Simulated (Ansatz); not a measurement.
# BClH₂O: a ladder of functionals and wavefunction methods

How much do the methods differ for BClH₂O? The plan is to run it at one geometry with functionals of several rungs and with coupled cluster, and see how far each lands from CCSD(T) at the basis-set limit for the atomisation energy.

Method: functionals in def2-TZVPP, the program's frozen cores in correlated methods; program: Ansatz 0.2.0, Gaussian basis.

Levels to be run: LDA (SPW92), PBE-D4, revPBE-D4, BLYP-D4, r2SCAN-D4, B97M-V, PBE0-D4, B3LYP-D4, r2SCANh-D4, r2SCAN0-D4, HSE06-D4, BHLYP-D4, CAM-B3LYP-D4, LC-ωPBE, ωB97X-V, ωB97M-V, B2PLYP, PBE-QIDH; CCSD(T)/def2-SVP; CCSD(T)/def2-TZVPP; CCSD(T)/def2-QZVPP; extrapolation to the limit; RPA on PBE.

## Step 1: The relaxed structure

All runs share one geometry, relaxed beforehand with PBE0-D4 in a triple-zeta def2 set.

5 atoms, charge 0, spin multiplicity 1.

Atoms are counted from 1 here; the program's logs count them from 0.

Bond lengths: O1–B2 1.340 Å, O1–H4 0.963 Å, B2–Cl3 1.766 Å, B2–H5 1.189 Å. Angles: B2–O1–H4 113.9°, O1–B2–Cl3 121.0°, O1–B2–H5 119.8°, Cl3–B2–H5 119.2°.

## Step 2: LDA

This LDA is Slater exchange with PW92 correlation.

in.yaml reads:

```yaml
crystal:
  periodic: [false, false, false]
  atoms:
    - {symbol: O, position_ang: [-0.863252, -0.618611, -0.002887]}
    - {symbol: B, position_ang: [0.379022, -0.137190, 0.137890]}
    - {symbol: Cl, position_ang: [0.788554, 1.496001, -0.395299]}
    - {symbol: H, position_ang: [-1.477730, 0.001188, -0.409748]}
    - {symbol: H, position_ang: [1.223306, -0.815089, 0.628646]}
basis:
  gaussian: {orbitals: def2-TZVPP}
hamiltonian: {xc: lda}
output: {orbitals: {seedname: orbitals}}
```

Further steps of the session: PBE-D4 (GGA); revPBE-D4 (GGA); BLYP-D4 (GGA); r2SCAN-D4 (meta-GGA); B97M-V (meta-GGA); PBE0-D4 (hybrid); B3LYP-D4 (hybrid); r2SCANh-D4 (hybrid); r2SCAN0-D4 (hybrid); HSE06-D4 (hybrid); BHLYP-D4 (hybrid); CAM-B3LYP-D4 (range-separated); LC-ωPBE-D4 (range-separated); ωB97X-V (range-separated); ωB97M-V (range-separated); B2PLYP (double hybrid); PBE-QIDH (double hybrid); CCSD(T) in def2-SVP; CCSD(T) in def2-TZVPP; CCSD(T) in def2-QZVPP; RPA on PBE orbitals.

**Question.** What will the summary of the whole plan be? Wanted: atomisation energy, CCSD(T)/CBS; farthest beyond LDA; mean size of error, GGA; mean size of error, meta-GGA; mean size of error, hybrid; mean size of error, range-separated; mean size of error, double hybrid; gap, smallest and largest; T1 diagnostic.

**Answer**, as computed:

| quantity | value |
| --- | --- |
| atomisation energy, CCSD(T)/CBS | 1888.9 kJ/mol |
| functionals within 9.4 kJ/mol (0.5 %) | revPBE-D4, BLYP-D4, PBE0-D4, B3LYP-D4, r2SCANh-D4, HSE06-D4, CAM-B3LYP-D4, LC-ωPBE, ωB97X-V, PBE-QIDH |
| farthest beyond LDA | BHLYP-D4 (-63.0 kJ/mol) |
| mean size of error, GGA | 18.7 kJ/mol |
| mean size of error, meta-GGA | 19.0 kJ/mol |
| mean size of error, hybrid | 16.5 kJ/mol |
| mean size of error, range-separated | 8.1 kJ/mol |
| mean size of error, double hybrid | 7.4 kJ/mol |
| gap, smallest and largest | 6.16 eV (LDA (SPW92)), 13.95 eV (LC-ωPBE) |
| T1 diagnostic | 0.0123 |
| triples share of the correlation energy | 3.7 % |

The LDA atomisation energy is off by 287.4 kJ/mol (15 %): it overbinds. PBE-D4 misses by +46.3 kJ/mol. Double hybrids carry the basis error of their MP2 part in triple zeta, and no dispersion term here, so their miss is partly the set-up's. The rungs double hybrid, range-separated miss on average by less than the doubt on the reference (9.4 kJ/mol), so they tie. The reference freezes the cores and leaves out relativity and excitations past (T), so misses under about 9.4 kJ/mol can't be ranked. Hartree-Fock recovers 75 % of the binding; the rest is correlation. CCSD(T) in def2-SVP is off by -89.0 kJ/mol, so the small basis spoils what the method gains. The gap grows from 6.2 to 13.9 eV across the functionals, mostly with the share of exact exchange.
